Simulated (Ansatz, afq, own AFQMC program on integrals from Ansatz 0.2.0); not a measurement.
Atomization energy of BN, triplet

```yaml
atoms:
  - { symbol: B, position_ang: [0.0000, 0.0000, 0.0000] }
  - { symbol: N, position_ang: [0.0000, 0.0000, 1.3155] }
```

Atoms in their ground-state spins without spin–orbit coupling (mostly on UHF) minus the molecule (UHF), without zero-point energy. The geometry is a stationary point, not shown to be a minimum.

Basis cc-pVDZ. Noble-gas cores (and the filled d shells of Ga–Kr and In–Xe) are frozen. AFQMC by an in-house program on the Cholesky factors that Ansatz 0.2.0 writes for its CCSD(T) run. ph-AFQMC/CISD is guided by a CISD state made of CCSD amplitudes; releasing the constraint for a short imaginary time cuts its bias at the price of noise, slowly where states lie close. Free projection: walkers drawn from exp(T), propagated without any constraint. Its projection time is finite, and what remains of the start isn't in its error. Error bars are statistical, one sigma. The errors of all members are added in quadrature.

Full CI on the same integrals is exact in this basis and with this determinant's frozen core.

The best estimate is CCSD(T) at the basis-set limit (CBS: def2-TZVPP and def2-QZVPP, with their diffuse functions for anions and beside diffuse sets, CCSD(T) itself extrapolated) plus the step from CCSD(T) to full CI in cc-pVDZ. Rows without CBS are in cc-pVDZ, the functionals in def2-TZVP; B2PLYP and the wave-function rows carry a basis error of their own. Core correlation and relativity beyond core potentials are missing, and ± holds the sampling alone.

Cautions: BN (triplet): lower spins were not checked, raised T1 diagnostic (T1 0.045, weight of the determinant 0.88, largest double 0.10), the released energies are still falling, so no released level is given (meV from the phaseless value at times in 1/Eh: -10 ± 5 at 0.24, -19 ± 5 at 0.51, -22 ± 3 at 0.99, -35 ± 4 at 1.62, -39 ± 5 at 2.40), though the last usable value meets full CI within the noise, its ph-AFQMC/CISD value lies 36 ± 4 meV above full CI.

Best estimate: 104.7 kcal/mol.

```json
{"level": "HF", "atomization energy (kcal/mol)": "47.7", "error against the best estimate (kcal/mol)": "-57.0"}
{"level": "MP2", "atomization energy (kcal/mol)": "91.2", "error against the best estimate (kcal/mol)": "-13.5"}
{"level": "CCSD", "atomization energy (kcal/mol)": "81.2", "error against the best estimate (kcal/mol)": "-23.5"}
{"level": "CCSD(T)", "atomization energy (kcal/mol)": "85.6", "error against the best estimate (kcal/mol)": "-19.0"}
{"level": "ph-AFQMC/CISD", "atomization energy (kcal/mol)": "86.1 ± 0.1", "error against the best estimate (kcal/mol)": "-18.6 ± 0.1"}
{"level": "free AFQMC", "atomization energy (kcal/mol)": "86.6 ± 0.2", "error against the best estimate (kcal/mol)": "-18.1 ± 0.2"}
{"level": "FCI", "atomization energy (kcal/mol)": "86.8", "error against the best estimate (kcal/mol)": "-17.9"}
{"level": "HF/CBS", "atomization energy (kcal/mol)": "52.9", "error against the best estimate (kcal/mol)": "-51.8"}
{"level": "MP2/CBS", "atomization energy (kcal/mol)": "108.4", "error against the best estimate (kcal/mol)": "3.7"}
{"level": "CCSD(T)/CBS", "atomization energy (kcal/mol)": "103.5", "error against the best estimate (kcal/mol)": "-1.2"}
{"level": "PBE", "atomization energy (kcal/mol)": "122.1", "error against the best estimate (kcal/mol)": "17.4"}
{"level": "r2SCAN", "atomization energy (kcal/mol)": "112.8", "error against the best estimate (kcal/mol)": "8.1"}
{"level": "PBE0", "atomization energy (kcal/mol)": "110.9", "error against the best estimate (kcal/mol)": "6.3"}
{"level": "B3LYP", "atomization energy (kcal/mol)": "111.1", "error against the best estimate (kcal/mol)": "6.4"}
{"level": "wB97M-V", "atomization energy (kcal/mol)": "107.7", "error against the best estimate (kcal/mol)": "3.1"}
{"level": "B2PLYP", "atomization energy (kcal/mol)": "107.9", "error against the best estimate (kcal/mol)": "3.3"}
```

Correlation beyond CCSD(T) adds 1.2 kcal/mol. Going to the basis-set limit adds 17.9 kcal/mol at CCSD(T). The perturbative (T) step is worth +4.4 kcal/mol. The functionals spread over 14.3 kcal/mol; wB97M-V and B2PLYP come nearest and PBE is 17.4 kcal/mol too high.

Best estimates are given only where the step beyond CCSD(T) is under 0.3 eV and no member's determinant is very poor (T1 over 0.05, or 0.07 for open shells, ⟨S²⟩ too high by 0.3, two states mixed), so the hardest cases are missing from such tables.

The functionals ran in a triple-zeta set and keep a basis error of their own, a few kJ/mol for each bond in atomization energies and more for double hybrids, so close places among them and the extrapolated levels can swap.

Free projections are given only where their last times agree within the noise and don't stop above the reference; a slow remainder of the start can still hide under it. Each member of a difference takes its own highest rung, so a best estimate needn't equal the limit plus the step of one row. A walk keeps the symmetry of its determinant, which the program's search chose and which needn't be the lowest solution, so a lower state of the same spin and another symmetry isn't excluded.
